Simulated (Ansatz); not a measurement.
# H₂S (triplet): the correlation ladder at distance H1–H2 along a hydrogen transfer = 0.693 Å, 6-31G

How much of the correlation energy of H₂S (triplet) does each wave-function method recover here?

The runs use Ansatz 0.2.0, Gaussian basis; 6-31G, core rule «outside noble gas», up to 5 orbitals frozen.

To be run: UHF; CCSD(T) on ROHF; CCSD(T) on UHF; BCCD(T) on ROHF; CISD; CCSDT(Q) on ROHF; CCSDT(Q) on UHF; CISDTQ; CCSDTQ on ROHF; CCSDTQ on UHF; CASSCF and MRCISD+Q, 4 electrons in 4 orbitals; CASSCF and NEVPT2, 4 electrons in 4 orbitals; CASSCF and MRCISD+Q, 8 electrons in 6 orbitals; CASSCF and NEVPT2, 8 electrons in 6 orbitals; Full CI.

7 further runs of the same task are left out: 7 that didn't finish.

**1. The geometry**

The geometry derives from fragments relaxed apart (PBE0/def2-TZVP) and kept rigid, so it is no stationary point. A hydrogen atom is moved between rigid fragments.

3 atoms, charge 0, spin multiplicity 3.

Atoms are counted from 1 here; the program's logs count them from 0.

Bond lengths: H1–H2 0.693 Å.

Geometry (Å):

```csv
atom,x (Å),y (Å),z (Å)
H1,0.00000,0.00000,-1.02833
H2,0.00000,0.00000,-0.33533
S3,0.00000,0.00000,1.36367
```

**2. UHF**

in.yaml

```yaml
crystal:
  periodic: [false, false, false]
  atoms:
    - {symbol: H, position_ang: [0.000000, 0.000000, -1.028333]}
    - {symbol: H, position_ang: [0.000000, 0.000000, -0.335333]}
    - {symbol: S, position_ang: [0.000000, 0.000000, 1.363667]}
basis:
  gaussian: {orbitals: 6-31G}
magnetization: {spin_polarized: true, initial_magnetization: 2}
hamiltonian: {xc: hf}
output: {orbitals: {seedname: orbitals}}
```

Started as:

```sh
$ ansatz run in.yaml --threads 1 --pin off --events-out ev --progress --plain --max-ram 2393MiB
```

Further steps of the session: CCSD(T) on ROHF; CCSD(T) on UHF; BCCD(T) on ROHF; CISD; CCSDT(Q) on ROHF; CCSDT(Q) on UHF; CISDTQ; CCSDTQ on ROHF; CCSDTQ on UHF; CASSCF and MRCISD+Q, 4 electrons in 4 orbitals; CASSCF and NEVPT2, 4 electrons in 4 orbitals; CASSCF and MRCISD+Q, 8 electrons in 6 orbitals; CASSCF and NEVPT2, 8 electrons in 6 orbitals; Full CI.

Q: Predict the results of all the runs planned. Wanted: FCI below the RHF energy; RMP2 from FCI; UMP2 from FCI; RCCSD from FCI; RCCSD(T) from FCI; UCCSD(T) from FCI; RCCSDT(Q) from FCI; UCCSDT(Q) from FCI; NEVPT2 pair from FCI.

The runs gave:

| quantity | value |
| --- | --- |
| FCI below the RHF energy | -1.4512 eV |
| RMP2 from FCI | +8.65 kcal/mol |
| UMP2 from FCI | +8.24 kcal/mol |
| RCCSD from FCI | +0.30 kcal/mol |
| RCCSD(T) from FCI | +0.07 kcal/mol |
| UCCSD(T) from FCI | +0.06 kcal/mol |
| RCCSDT(Q) from FCI | 0.00 kcal/mol |
| UCCSDT(Q) from FCI | 0.00 kcal/mol |
| NEVPT2 pair from FCI | +5.89 kcal/mol |
| NEVPT2 valence from FCI | +7.13 kcal/mol |
| MRCISD+Q valence from FCI | +0.25 kcal/mol |
| levels within 1 kcal/mol (43 meV) | CISD, RCCSD, UCCSD, RCCSD(T), UCCSD(T), BCCD(T), RCCSDT, UCCSDT, CISDTQ, RCCSDT(Q), UCCSDT(Q), RCCSDTQ, UCCSDTQ, MRCISD valence, MRCISD+Q valence |
| T1 diagnostic | 0.016 |
| effectively unpaired electrons | 2.01 |

RCCSD(T) misses by +0.07 kcal/mol, 0.2 % of the correlation energy. One determinant dominates. Of the multireference levels listed MRCISD+Q valence comes nearest in total energy (+0.25 kcal/mol), which doesn't show that its space is the better one. These misses are within one basis, not against nature; the frozen cores of restricted and unrestricted runs differ, which can shift their rows.
